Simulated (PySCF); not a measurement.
Consider `C#C[C]=N` (C3H2N•, doublet). Optimised structure (Å), atoms numbered from 1:
```
C     1.5835    0.1344   -0.8055
C     0.5151    0.0591   -0.2003
C    -0.6739   -0.1997    0.4001
N    -1.5900    0.2114    1.1200
H     2.5198    0.2205   -1.3267
H    -2.3649   -0.4300    1.3121
```

Energies: PBE0-D3(BJ)/ma-def2-TZVP (PySCF, density fitting, integration grid level 2) on PBE0-D3(BJ)/ma-def2-SVP structures. The prefix ma- adds one diffuse s and one diffuse p function on all atoms but H. Zero-point and thermal terms (298.15 K, 1 bar) come from unscaled PBE0-D3(BJ)/ma-def2-SVP harmonic frequencies, with soft modes damped to free rotors in the entropy.

(1) What are the vertical and the adiabatic ionisation energy for forming the singlet cation?

(2) What oxidation potential follows in DMSO (IEF-PCM), given that Fc+/Fc comes at 4.39 V absolute with this functional and basis?

(3) What are the vertical and the adiabatic electron affinity for forming the singlet anion?

(4) What reduction potential follows in DMSO (IEF-PCM), given that Fc+/Fc comes at 4.39 V absolute with this functional and basis?

## Answers

(1) 7.93 eV vertical and 7.01 eV adiabatic, the latter with zero-point energy.

(2) In the gas phase ΔG of oxidation is 7.087 eV, and solvation is -20.0 kJ/mol for the parent and -259.4 kJ/mol for the product, so the absolute potential is 4.61 V, or 0.22 V against Fc+/Fc. Fc+/Fc in DMSO, 4.39 V, is PBE0-D3(BJ)/ma-def2-TZVP on PBE0-D3(BJ)/def2-SVP structures with GFN2-xTB thermal terms. Benchmark calculations put it near 5.0 V in acetonitrile and DMSO, so it is about 0.6 V low, and the value against it can read up to that much too high. The solvent is electrostatics only, on gas-phase structures; the absolute scale refers to an electron at rest in vacuum.

(3) 0.31 eV vertical and 0.93 eV adiabatic, the latter with zero-point energy.

(4) In the gas phase −ΔG of reduction is 0.914 eV, and solvation is -20.0 kJ/mol for the parent and -250.7 kJ/mol for the product, so the absolute potential is 3.31 V, or -1.08 V against Fc+/Fc. Fc+/Fc in DMSO, 4.39 V, is PBE0-D3(BJ)/ma-def2-TZVP on PBE0-D3(BJ)/def2-SVP structures with GFN2-xTB thermal terms. Benchmark calculations put it near 5.0 V in acetonitrile and DMSO, so it is about 0.6 V low, and the value against it can read up to that much too high. The solvent is electrostatics only, on gas-phase structures; the absolute scale refers to an electron at rest in vacuum.
